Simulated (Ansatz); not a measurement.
Basis-set extrapolation for C5H7F (`FC1C=CCC1`) (PBE0-D4/def2-TZVP geometry, frozen core, Ansatz). Multiplicity 1, RHF reference.

|  | def2-TZVPP | def2-QZVPP |
| --- | --- | --- |
| HF | -292.949032 | -292.961832 |
| MP2 correlation | -1.066645 | -1.142837 |
| CCSD(T) correlation | -1.151803 | not run |

Energies in hartree. Use E(X) = E(∞) + A·exp(−7.88·√X) for Hartree–Fock and E(X) = E(∞) + B·X^(−2.97) for correlation, with X = 3 and 4, and add CCSD(T) minus MP2 of the smaller set to the MP2 limit.

Task: What is the CCSD(T) energy at the basis-set limit?

Result: HF limit: -292.961832 + (-0.012800) × 0.13774 = -292.96360. MP2 limit: -1.142837 + (-0.076192) × 0.74074 = -1.19928. Higher-order term: -1.151803 − (-1.066645) = -0.08516. Total: -294.24804 hartree, 386.5 kJ/mol below CCSD(T)/def2-TZVPP.
